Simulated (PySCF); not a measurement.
Compound: 1,3-dichlorobutane, C₄H₈Cl₂.
Numbering: `[CH3:1][C@H:2]([Cl:3])[CH2:4][CH2:5][Cl:6]` (hydrogens: H7, H8, H9 on C1; H10 on C2; H11, H12 on C4; H13, H14 on C5)

The same species was optimised twice, with GFN2-xTB and with PBE0-D3(BJ)/def2-SVP (PySCF), and the same property calculations (PySCF, gas phase) were run on both structures.

```
      coordinate  GFN2-xTB  PBE0-D3(BJ)/def2-SVP  change
      C2–Cl3 (Å)     1.798                 1.811  +0.013
       C4–C5 (Å)     1.520                 1.512  -0.008
       C2–C4 (Å)     1.525                 1.518  -0.007
      C5–Cl6 (Å)     1.786                 1.793  +0.007
       C1–C2 (Å)     1.518                 1.512  -0.006
    C2–C4–C5 (°)     112.9                 114.9    +2.0
   C4–C5–Cl6 (°)     110.7                 111.7    +1.0
    C1–C2–C4 (°)     112.4                 113.3    +0.9
   Cl3–C2–C4 (°)     108.8                 109.4    +0.6
   C1–C2–Cl3 (°)     108.7                 109.2    +0.5
 C1–C2–C4–C5 (°)      -174                  -176      -2
C2–C4–C5–Cl6 (°)        67                    63      -4
```

Rotational constants: A = 3614, B = 1199, C = 1057 MHz (GFN2-xTB) against A = 3527, B = 1211, C = 1065 MHz (PBE0-D3(BJ)/def2-SVP). Point groups within 0.08 Å: C1 and C1.

On the GFN2-xTB structure: isotropic polarisability (au) 76.7 [CAM-B3LYP/def2-SVPD]; HOMO (eV) -9.80 [CAM-B3LYP/def2-SVPD]; LUMO (eV) 1.28 [CAM-B3LYP/def2-SVPD]; dipole (D) 2.25 [CAM-B3LYP/def2-SVPD]; HOMO (eV) -8.37 [PBE0/pcSseg-1]; LUMO (eV) 0.84 [PBE0/pcSseg-1]; dipole (D) 2.28 [PBE0/pcSseg-1]; GIAO shielding of C1 (ppm) 158.9 [PBE0/pcSseg-1]; GIAO shielding of C2 (ppm) 127.1 [PBE0/pcSseg-1]; GIAO shielding of Cl3 (ppm) 791.7 [PBE0/pcSseg-1]; GIAO shielding of C4 (ppm) 138.9 [PBE0/pcSseg-1]; GIAO shielding of C5 (ppm) 138.5 [PBE0/pcSseg-1]; GIAO shielding of Cl6 (ppm) 875.0 [PBE0/pcSseg-1].

Question: What do these properties become on the PBE0-D3(BJ)/def2-SVP structure?

Answer: 
```csv
property,level,on GFN2-xTB,on PBE0-D3(BJ)/def2-SVP,change
isotropic polarisability (au),CAM-B3LYP/def2-SVPD,76.7,77.5,+0.8
HOMO (eV),CAM-B3LYP/def2-SVPD,-9.80,-9.82,-0.02
LUMO (eV),CAM-B3LYP/def2-SVPD,1.28,1.24,-0.04
dipole (D),CAM-B3LYP/def2-SVPD,2.25,2.45,+0.20
"energy, GFN2-xTB geometry as zero (kcal/mol)",CAM-B3LYP/def2-SVPD,0.0,-0.5,-0.5
HOMO (eV),PBE0/pcSseg-1,-8.37,-8.38,-0.01
LUMO (eV),PBE0/pcSseg-1,0.84,0.77,-0.07
dipole (D),PBE0/pcSseg-1,2.28,2.49,+0.21
"energy, GFN2-xTB geometry as zero (kcal/mol)",PBE0/pcSseg-1,0.0,-0.4,-0.4
GIAO shielding of C1 (ppm),PBE0/pcSseg-1,158.9,157.4,-1.5
GIAO shielding of C2 (ppm),PBE0/pcSseg-1,127.1,125.5,-1.6
GIAO shielding of Cl3 (ppm),PBE0/pcSseg-1,791.7,790.0,-1.7
GIAO shielding of C4 (ppm),PBE0/pcSseg-1,138.9,139.6,+0.7
GIAO shielding of C5 (ppm),PBE0/pcSseg-1,138.5,136.8,-1.7
GIAO shielding of Cl6 (ppm),PBE0/pcSseg-1,875.0,876.3,+1.3
```

The heavy atoms differ by 0.051 Å rms after alignment. Among bonds between heavy atoms C2–Cl3 changes most (+0.013 Å). Changes are differences of the printed values. Neither structure is proved a minimum here.

The values belong to the conformer `[CH3:1][C@H:2]([Cl:3])[CH2:4][CH2:5][Cl:6]`: C1–C2–C4–C5 -176°, C2–C4–C5–Cl6 63°.
